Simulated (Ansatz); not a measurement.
# Relaxing CdI

Method: DFT PBE, scalar-relativistic, plane waves, PAW (Ansatz). Cutoff 420 eV, Γ-centred k mesh, Gaussian smearing, no spin polarisation in the final step.

CdI was placed on the caesium chloride structure type (Pm-3m, No. 221), with Cd in place of Cs, I in place of Cl, at a guessed volume.

```
CELL_PARAMETERS angstrom
4.08447 0.00000 0.00000
0.00000 4.08447 0.00000
0.00000 0.00000 4.08447
ATOMIC_POSITIONS crystal
Cd 0.00000 0.00000 0.00000
I 0.50000 0.50000 0.50000
```

Cell and atoms relax at zero pressure; the relaxation can't lower the symmetry of the start.

The zero of energy is the elements' standard structures at the same level; no fitted shifts are applied.

Task: Which crystal results?

Result: It keeps Pm-3m (No. 221). The result has the caesium chloride structure. Conventional cell: a = 3.972 Å. Cd has 8 I at 3.44 Å and 6 Cd at 3.97 Å; I has 8 Cd at 3.44 Å and 6 I at 3.97 Å.

```cif
data_structure
_symmetry_space_group_name_H-M 'Pm-3m'
_symmetry_Int_Tables_number 221
_cell_length_a 3.9717
_cell_length_b 3.9717
_cell_length_c 3.9717
_cell_angle_alpha 90.000
_cell_angle_beta 90.000
_cell_angle_gamma 90.000
_cell_volume 62.65
loop_
_atom_site_label
_atom_site_type_symbol
_atom_site_symmetry_multiplicity
_atom_site_Wyckoff_symbol
_atom_site_fract_x
_atom_site_fract_y
_atom_site_fract_z
_atom_site_occupancy
Cd1 Cd 1 a 0.00000 0.00000 0.00000 1
I1 I 1 b 0.50000 0.50000 0.50000 1
```

Task: What are its volume, energy, density and gap?

Result: The volume per atom is 31.33 Å³, the density is 6.34 g/cm³ and the energy over the elements is -0.08 eV/atom. The gap on the 14×14×14 mesh is 0 eV (a metal).

The final run used a 14×14×14 mesh on its 2-atom cell and 0.10 eV smearing. The k mesh leaves about 4 meV/atom of noise in metals. Spin–orbit coupling is left out. Symmetry constrained the relaxation, so the result can be a saddle point.

Cost: 3 runs of about 2 core-minutes in all, on Arm Neoverse N1 (shared hosts).